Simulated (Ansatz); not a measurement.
C3H6N, SMILES C=C[N]C, a rigid scan of one bond length

Computed with the Python package of Ansatz (0.2.0).

Notebook, run cell by cell (the value of a cell's last expression is shown):

In [1]:
```python
from dataclasses import dataclass

import ansatz as az
from ase import Atoms
import numpy as np
```

In [2]:
```python
@dataclass
class Options:
    basis_set: str = "def2-SVP"
    functional: str = "R2SCAN0"
```

In [3]:
```python
cfg = Options()
```

In [4]:
```python
atoms = Atoms(["C", "C", "N", "C", "H", "H", "H", "H", "H", "H"], positions=[
    (-0.8854, 1.3896, -0.9947),
    (-0.2224, 0.5845, -0.253),
    (-0.3277, -0.7589, -0.2374),
    (0.7139, -1.3442, 0.72),
    (-1.6752, 1.0415, -1.7123),
    (-0.7847, 2.5198, -0.9448),
    (0.5232, 1.1004, 0.4032),
    (0.5878, -2.4306, 0.7124),
    (1.6918, -1.1171, 0.5277),
    (0.4618, -1.0363, 1.7818),
])
molecule = az.Crystal.molecule_from_ase(atoms)
```

In [5]:
```python
symbols = [site.symbol for site in molecule.cartesian_sites]
start = np.array([site.position_ang for site in molecule.cartesian_sites])
axis = (start[4] - start[0]) / np.linalg.norm(start[4] - start[0])
moving = [4]
lengths, energies = [0.95, 1.03, 1.12, 1.23, 1.4, 1.68, 2.02, 2.47], []
for length in lengths:
    xyz = start.copy()
    xyz[moving] += (length - np.linalg.norm(start[4] - start[0])) * axis
    point = az.Crystal.molecule()
    for symbol, place in zip(symbols, xyz):
        point = point.atom(symbol, place.tolist())
    calc = (
        point.calculation()
        .basis(gaussian=cfg.basis_set)
        .functional(cfg.functional)
        .spin("collinear", total=1)  # two spin channels
    )
    summary = calc.run(threads=1, pin="off").report
    energies.append(summary["free_energy_ev"])
    print(f"r = {length:6.3f} A  E = {energies[-1]:.5f} eV  <S^2> = {abs(summary['mean_field']['state']['spin_squared']):.3f}")
```
```text
r =  0.950 A  E = -4688.89996 eV  <S^2> = 0.810
r =  1.030 A  E = -4689.29800 eV  <S^2> = 0.810
r =  1.120 A  E = -4689.36033 eV  <S^2> = 0.810
r =  1.230 A  E = -4689.10772 eV  <S^2> = 0.810
r =  1.400 A  E = -4688.37586 eV  <S^2> = 0.811
r =  1.680 A  E = -4686.95255 eV  <S^2> = 0.821
r =  2.020 A  E = -4685.59473 eV  <S^2> = 1.230
r =  2.470 A  E = -4684.86515 eV  <S^2> = 1.622
```

In [6]:
```python
print("energy above the lowest point (eV):", [round(e - min(energies), 3) for e in energies])
```
```text
energy above the lowest point (eV): [0.46, 0.062, 0.0, 0.253, 0.984, 2.408, 3.766, 4.495]
```

Reading the output:
- Total energies depend on the basis set; only differences at equal settings carry meaning.
- The rest of the molecule is held rigid at a force-field or estimated start geometry, and the basis set is modest; single-reference methods fail as a bond breaks.
- The run takes the species as open-shell (spin multiplicity 2), which needn't be its ground state.
- The expectation value of S² is noticeably off S(S+1) in at least one run, so that state is spin-contaminated.
- It ran for 62 s on 1 thread of Arm Neoverse V2 (shared host), peak memory 0.31 GiB.
